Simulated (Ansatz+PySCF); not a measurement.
The numbers below are computed, except where a source is named.
# Several solutions for singlet F₂

```xyz
2

F     0.0000    0.0000   -1.0323
F     0.0000    0.0000    1.0323
```

Basis set: cc-pVDZ (spherical functions). Charge 0, multiplicity 1.

ωB97X (unrestricted) was run from several starts with Ansatz (development build ahead of 0.2.0) and PySCF 2.14.0.

| run | program | start | converged | energy (hartree) | <S²> |
| --- | --- | --- | --- | --- | --- |
| A | Ansatz | atomic start, no search | yes | -199.35987 | 0.00 |
| B | Ansatz | stability test followed | yes | -199.41884 | 0.87 |
| C | Ansatz | search for the lowest state | yes | -199.41884 | 0.87 |
| D | PySCF | guess minao, instabilities followed | yes | -199.41885 | 0.87 |
| E | PySCF | program defaults | yes | -199.35988 | 0.00 |

(1) Which runs reached the lowest solution of this kind, and what is wrong with the others?

## Answers

(1) B, C, D reached the lowest solution found. Converged but too high: A by 1.60 eV, E by 1.60 eV. Convergence only shows a stationary point, and even a stable one can lie too high; stability tests and further starts are what find lower ones. Caution: the unrestricted determinant is a mixture of spin states. Caution: the determinant breaks the point group.
